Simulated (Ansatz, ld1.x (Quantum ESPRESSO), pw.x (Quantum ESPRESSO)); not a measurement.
# What a changed setting does to a pw.x run (bcc Al)

Potential: ultrasoft, ld1.x (Quantum ESPRESSO) 7.5, PBEsol; core [Ne], reference 3s2 3p1; waves: 3s (bound): rcut 1.40, rcutus 1.90 bohr; 3s channel at -0.38 Ry: rcut 1.40, rcutus 1.90 bohr; 3p (bound): rcut 1.85, rcutus 2.00 bohr; 3p channel at 0.45 Ry: rcut 1.85, rcutus 2.00 bohr; 3d channel at 0.4 Ry: rcut 1.55, rcutus 1.65 bohr; local part: all-electron potential smoothed inside 1.70 bohr (lloc = -1); core correction: none; augmentation: built from norm-conserving waves at rcut, not smoothed further.

The reference run (k-mesh 14³, cutoffs 40/600 Ry, Fermi–Dirac 0.01 Ry, mixing_beta 0.4, conv_thr 1e-9, no spin) gives 0.48 GPa at 16.575 Å³/atom, where all-electron LAPW gives 0.16 GPa. This run, with its own iteration cap, changes degauss to 0.002.

```
&control
  calculation='scf', prefix='x', pseudo_dir='./', outdir='./tmp', tstress=.true., disk_io='none'
/
&system
  ibrav=0, nat=1, ntyp=1, ecutwfc=40, ecutrho=600, nbnd=8,
  occupations='smearing', smearing='fd', degauss=0.002
/
&electrons
  conv_thr=1e-09, mixing_beta=0.4, electron_maxstep=50
/
ATOMIC_SPECIES
Al 1.0 Al.UPF
CELL_PARAMETERS angstrom
  -1.60619344 1.60619344 1.60619344
  1.60619344 -1.60619344 1.60619344
  1.60619344 1.60619344 -1.60619344
ATOMIC_POSITIONS crystal
Al 0.0000 0.0000 0.0000
K_POINTS automatic
14 14 14 0 0 0
```

```bash
pw.x < Al.scf.in > Al.scf.out
```

Problem. How does the run end?

Solution. It converges in 6 iterations; the free energy moves by +12.0 meV/atom and the pressure by +0.07 GPa. In a metal, with Fermi–Dirac smearing, F lies below its zero-width value by a term in the square of the width.

```
Message from routine setup:
     using ibrav=0 with symmetry is DISCOURAGED, use correct ibrav instead
     lattice parameter (alat)  =       5.2572  a.u.
     unit-cell volume          =     111.8536 (a.u.)^3
     number of electrons       =         3.00
     number of Kohn-Sham states=            8
     kinetic-energy cutoff     =      40.0000  Ry
     charge density cutoff     =     600.0000  Ry
     scf convergence threshold =      1.0E-09
     Exchange-correlation= PBESOL
     number of k points=   104  Fermi-Dirac smearing, width (Ry)=  0.0020
     iteration #  1     ecut=    40.00 Ry     beta= 0.40
     total energy              =      -4.15885176 Ry
     estimated scf accuracy    <       0.00466720 Ry
     iteration #  2     ecut=    40.00 Ry     beta= 0.40
     total energy              =      -4.15846432 Ry
     estimated scf accuracy    <       0.00152280 Ry
     iteration #  3     ecut=    40.00 Ry     beta= 0.40
     total energy              =      -4.15849224 Ry
     estimated scf accuracy    <       0.00000098 Ry
     iteration #  4     ecut=    40.00 Ry     beta= 0.40
     total energy              =      -4.15849258 Ry
     estimated scf accuracy    <       0.00000008 Ry
     iteration #  5     ecut=    40.00 Ry     beta= 0.40
     total energy              =      -4.15849259 Ry
     estimated scf accuracy    <          1.6E-09 Ry
     iteration #  6     ecut=    40.00 Ry     beta= 0.40
     the Fermi energy is     7.8506 ev
!    total energy              =      -4.15849259 Ry
     estimated scf accuracy    <          2.6E-11 Ry
     smearing contrib. (-TS)   =      -0.00012726 Ry
     The total energy is F=E-TS. E is the sum of the following terms:
     one-electron contribution =       2.82962873 Ry
     hartree contribution      =       0.00349505 Ry
     xc contribution           =      -1.59606343 Ry
     ewald contribution        =      -5.39542568 Ry
     convergence has been achieved in   6 iterations
          total   stress  (Ry/bohr**3)                   (kbar)     P=        5.59
     Message from routine punch:
     Nothing written, as per user request (disk_io='none')
```

The run took about 6.8 s on one core of a shared host (Neoverse-V1, 64 threads, 495 GiB, load 23).
